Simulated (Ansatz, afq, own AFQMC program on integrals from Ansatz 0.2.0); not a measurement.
## SiNH4, doublet: a scan with AFQMC

```yaml
atoms:
  - { symbol: Si, position_ang: [-0.0906, 0.0000, 0.5953] }
  - { symbol: N, position_ang: [0.1128, 0.0000, -1.1178] }
  - { symbol: H, position_ang: [0.5792, -1.2268, 1.1210] }
  - { symbol: H, position_ang: [0.5792, 1.2268, 1.1210] }
  - { symbol: H, position_ang: [-0.0998, -0.8301, -1.6484] }
  - { symbol: H, position_ang: [-0.0998, 0.8301, -1.6484] }
```

The Si1–N2 distance is changed with both sides rigid. Energies in kcal/mol count from this geometry (1.725 Å) at the same level; the start stands on UHF, each point on the determinant named.

Basis 6-31G. Only valence electrons are correlated. Ansatz 0.2.0 and our own AFQMC program on the same integrals; the CISD trial comes from CCSD amplitudes, and released means the phaseless constraint is let go. Error bars are statistical, one sigma.

Cautions, each for one point or more: a spin-contaminated unrestricted determinant lies lower; higher spins were not checked; strong correlation; the ph-AFQMC/CISD walk drifts between its halves; unrestricted determinant spin contaminated.

| r(Si1–N2) / Å | det. | T1 | weight | ⟨S²⟩ | CCSD(T) | ph-AFQMC/CISD | released AFQMC | CCSDT(Q) | PBE0 | wB97M-V |
| --- | --- | --- | --- | --- | --- | --- | --- | --- | --- | --- |
| 1.587 | UHF | 0.014 | 0.92 | 0.75 | 15.9 | 16.3 ± 0.4 | 16.2 ± 0.4 | 16.0 | 13.9 | 14.0 |
| 1.882 | UHF | 0.019 | 0.90 | 0.76 | -0.4 | 0.3 ± 0.4 | – | -0.5 | 1.4 | 1.5 |
| 2.416 | UHF | 0.070 | 0.78 | 0.95 | 41.4 | 41.0 ± 0.5 | 40.2 ± 0.7* | 40.3 | 46.0 | 47.5 |
| 3.119 | ROHF | 0.024 | 0.88 | pure | 72.1 | 72.2 ± 0.4 | 71.7 ± 0.4 | 72.0 | 80.8§ | 80.0 |
| 4.631 | ROHF | 0.011 | 0.90 | pure | 77.7 | 77.6 ± 0.4 | 77.7 ± 0.4* | 77.9 | 88.7§ | 87.5 |

Weight is that of the determinant in the CISD state; at the start T1 is 0.016 and the weight 0.91, and ⟨S²⟩ is 0.75. An asterisk marks released energies that aren't shown to be converged. A dash marks a missing value, a released energy that hasn't settled or a functional that sits on another state. § marks a functional whose ⟨S²⟩ is too high by over 0.1. Largest departures from CCSDT(Q), at the points where its series has closed: CCSD(T) -0.2 kcal/mol at 4.631 (on ROHF), ph-AFQMC/CISD 0.7 kcal/mol at 1.882 (on UHF), released AFQMC -0.3 kcal/mol at 3.119 (on ROHF) (within the noise), PBE0 -2.0 kcal/mol at 1.587, wB97M-V 9.7 kcal/mol at 4.631. Functionals count only at points shown to share the start's state and spin. In this small basis the wave-function levels are far from their limit, so their gap to the functionals isn't the functionals' error.

Some points may be missing: those where a free walk finds a much lower state, and past Zn most of those on another determinant than at the start.

CCSDT and higher add their correlation energy to the determinant of the CCSD(T) run, since their own runs factorise the integrals more tightly (a shift of under 2 meV). A walk keeps the symmetry of its determinant, which the program's search chose and which needn't be the lowest solution, so a lower state of the same spin and another symmetry isn't excluded.
